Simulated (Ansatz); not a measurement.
**C3H5NO: geometry at several levels**

Aim: geometry at several levels, for C3H5NO, with the cost of each level.

Method: the levels named in each step, in Ansatz 0.2.0.

### Step 1. The system as given

Bond lengths: C1–C2 1.323 Å, C2–C3 1.488 Å, C3–N4 1.356 Å, C3–O5 1.213 Å, C1–H6 1.079 Å, C1–H7 1.078 Å, C2–H8 1.081 Å, N4–H9 1.003 Å, N4–H10 1.006 Å. Angles: C1–C2–C3 125.3°, C1–C2–H8 121.0°, C3–C2–H8 113.6°, C2–C1–H6 122.7°, C2–C1–H7 121.5°, H6–C1–H7 115.8°, C2–C3–N4 115.6°, C2–C3–O5 122.3°, N4–C3–O5 122.2°, C3–N4–H9 122.2°, C3–N4–H10 118.5°, H9–N4–H10 119.0°.

As a file:

```xyz
10

C     1.8289   -0.2746   -0.7097
C     1.0314    0.1040    0.2760
C    -0.4554    0.1207    0.2196
N    -1.0220   -0.8194   -0.5764
O    -1.1175    0.9265    0.8386
H     1.4565   -0.6329   -1.6564
H     2.9012   -0.2181   -0.6195
H     1.4335    0.5117    1.1930
H    -0.4813   -1.5321   -1.0302
H    -2.0257   -0.8545   -0.6376
```

### Step 2. A rough first relaxation, PBE-D4/def2-SVP

File input.yaml:

```yaml
crystal:
  periodic: [false, false, false]
  atoms:
    - { symbol: C, position_ang: [1.82893, -0.27462, -0.70971] }
    - { symbol: C, position_ang: [1.03138, 0.10398, 0.27604] }
    - { symbol: C, position_ang: [-0.45541, 0.12072, 0.21961] }
    - { symbol: "N", position_ang: [-1.02202, -0.81941, -0.57635] }
    - { symbol: O, position_ang: [-1.11753, 0.92655, 0.83855] }
    - { symbol: H, position_ang: [1.45646, -0.63287, -1.65645] }
    - { symbol: H, position_ang: [2.90118, -0.21806, -0.61951] }
    - { symbol: H, position_ang: [1.4335, 0.51166, 1.19296] }
    - { symbol: H, position_ang: [-0.4813, -1.53211, -1.03019] }
    - { symbol: H, position_ang: [-2.02567, -0.85453, -0.63756] }
basis:
  gaussian: { orbitals: def2-SVP }
hamiltonian:
  xc: pbe
  dispersion: d4
relax:
  f_tol: 0.03
  max_steps: 200
```

Run with:

```sh
$ ansatz run input.yaml --threads 4 --pin off --max-ram 10240MiB --backend cpu --events-out ev --progress --plain --runs-dir out
```

After this run come: Relaxation, HF/STO-3G; Relaxation, HF/6-31G*; Relaxation, LDA/def2-SVP; Relaxation, PBE-D4/def2-SVP.

Before running it: what results should come out? Wanted: C1–C2 at PBE-D4/def2-SVP; C2–C3 at PBE-D4/def2-SVP; C3–N4 at PBE-D4/def2-SVP.

The runs gave:

| quantity | value |
| --- | --- |
| C1–C2 at PBE-D4/def2-SVP | 1.346 Å |
| C2–C3 at PBE-D4/def2-SVP | 1.501 Å |
| C3–N4 at PBE-D4/def2-SVP | 1.375 Å |

**Reading.** The C–C distance spreads over 0.035 Å, from HF/STO-3G (shortest) to PBE-D4/def2-SVP.
